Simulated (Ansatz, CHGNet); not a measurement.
For fluorite SrCl₂, the machine-learned potential CHGNet 0.3.0 (trained on PBE and PBE+U data) gives:

| Property | Result |
|---|---|
| elastic constant C11 | 59.9 GPa |
| elastic constant C44 | 8.30 GPa |
| polycrystal shear modulus | 11.2 GPa |

What does r²SCAN0 (Ansatz, an electronic-structure program, PAW) give for the same quantities?


- elastic constant C11: 75.3 GPa (increases by 26 %)
- elastic constant C44: 10.3 GPa (increases by 24 %)
- Voigt–Reuss–Hill shear modulus: 15.6 GPa (rises by 39 %)

Changes are worked out from the printed values.

Unless a cell is named, each level is at its own relaxed cell (CHGNet 0.3.0 28.98, r²SCAN0 28.33 Å³/atom).

Ansatz's density-functional and Hartree–Fock values are scalar-relativistic unless marked +SOC, with PAW data made under PBE.
